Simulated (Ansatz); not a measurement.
System: H4ClSi (anion, charge -1), singlet: backside substitution at Si, threefold axis kept. Scanned: Si-Cl distance and Si-H distance. Other coordinates (H-Si-H angle, Si-H length) were minimised at PBE0/def2-SVPD.

Cartesian coordinates as functions of the variables (Å; names that start with a are angles):
```
Si  0  0  0
Cl  0  0  -r1
H  0  0  r2
H  r*sin(a)*cos(0*2*pi/3+0)  r*sin(a)*sin(0*2*pi/3+0)  0+r*cos(a)
H  r*sin(a)*cos(1*2*pi/3+0)  r*sin(a)*sin(1*2*pi/3+0)  0+r*cos(a)
H  r*sin(a)*cos(2*2*pi/3+0)  r*sin(a)*sin(2*2*pi/3+0)  0+r*cos(a)
```

Calculation: Ansatz (a program for electronic structure) with restricted PBE/aug-cc-pVDZ.

Energy in mEh above the lowest grid point; x is the Si-Cl distance (Å), y the Si-H distance (Å).

```csv
y \ x,1.94,2.06,2.18,2.33,2.49,2.68,2.90,3.17,3.50,3.91,4.53
3.26,91.1,75.7,70.2,71.0,76.6,85.6,96.3,107.7,118.4,127.6,136.0
2.81,85.1,68.0,60.7,59.4,63.0,70.0,78.6,87.9,96.9,105.1,112.9
2.52,79.9,61.0,52.1,48.9,50.7,55.7,62.4,70.1,77.8,85.0,92.1
2.28,74.0,53.5,43.0,38.0,37.9,41.0,46.1,52.2,58.5,64.8,71.0
2.09,68.3,46.5,34.6,28.0,26.5,28.0,31.5,36.3,41.5,46.8,52.3
1.92,62.8,39.8,26.9,18.9,16.0,16.1,18.3,21.7,26.0,30.4,35.1
1.79,59.1,35.4,21.7,12.7,8.8,7.9,9.0,11.5,14.9,18.7,22.8
1.67,57.3,33.1,18.7,8.9,4.1,2.3,2.5,4.2,6.8,10.1,13.7
1.57,58.3,33.7,18.9,8.5,3.1,0.5,0.0,1.0,3.1,5.9,9.1
1.48,62.6,37.8,22.7,11.8,5.8,2.6,1.5,1.9,3.5,5.9,8.8
1.39,72.0,47.0,31.6,20.4,13.9,10.1,8.5,8.3,9.5,11.6,14.1
```

Points that lie below all their neighbours on the grid: x = 2.90, y = 1.57 (0.0 mEh).
